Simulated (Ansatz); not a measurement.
## Reading a saddle point

A first-order saddle point of AlH5S, singlet, PBE0-D4/def2-TZVP, with one imaginary mode of 951i cm⁻¹:

Al1  (-0.731, -0.491, -0.056)
H2  (0.357, -0.745, 1.222)
H3  (-0.841, -1.794, -0.940)
H4  (-1.874, 0.520, 0.353)
H5  (1.018, -0.089, 0.477)
S6  (1.211, 0.735, -0.848)
H7  (0.860, 1.864, -0.208)
(Å)

Computed with Ansatz 0.2.0 (basis: def2-TZVPP and def2-QZVPP); correlated methods freeze the cores. Extrapolation: Hartree–Fock as exp(−7.88 √X), correlation as X^−2.97.

(1) Which contacts change along the imaginary mode, and what lies on either side? (A judgement: the text doesn't fix the answer.)

(2) Which side is lower, and how far does the saddle lie above each? (Judge from chemistry; the value comes from the calculation.)

T1 diagnostic: at most 0.012. The end structure is not quite a true minimum (one mode of 57i cm⁻¹).

Results:

(1) Computed: The step is AlH₃ + H₂S → AlH₃S ([AlH2][SH]) + H₂, with the molecules in contact on both sides. Shortening one way: Al1–S6, H2–H5; lengthening the same way: Al1–H2, H5–S6.
```json
{"pair": "Al1–S6", "one side (Å)": "2.53", "saddle (Å)": "2.43", "other side (Å)": "2.19"}
{"pair": "H2–H5", "one side (Å)": "3.19", "saddle (Å)": "1.19", "other side (Å)": "0.75"}
{"pair": "Al1–H2", "one side (Å)": "1.60", "saddle (Å)": "1.70", "other side (Å)": "2.40"}
{"pair": "H5–S6", "one side (Å)": "1.34", "saddle (Å)": "1.57", "other side (Å)": "3.23"}
```

(2) Computed: The side with Al1–S6, H2–H5 short is lower by 13.16 kcal/mol; the saddle lies 27.52 kcal/mol above it and 14.36 kcal/mol above the other (CCSD(T) at an estimated basis limit (MP2 extrapolated from triple and quadruple zeta, plus CCSD(T) − MP2 in triple zeta); electronic energies).

Exchanges of this kind with a chalcogen hydride build sulfide and selenide films.

Labels in which every atom is bracketed show which atoms are joined, not bond orders.

For scale, one of the runs: CCSD(T)/def2-TZVPP, 154 basis functions, launched by `ansatz run in.yaml --threads 2 --pin off --events-out ev --progress --plain --max-ram 4352MiB`. Time: 11 s of wall clock on 2 CPU threads of an Arm Neoverse V1; the host was shared. Peak host memory: 0.91 GiB.
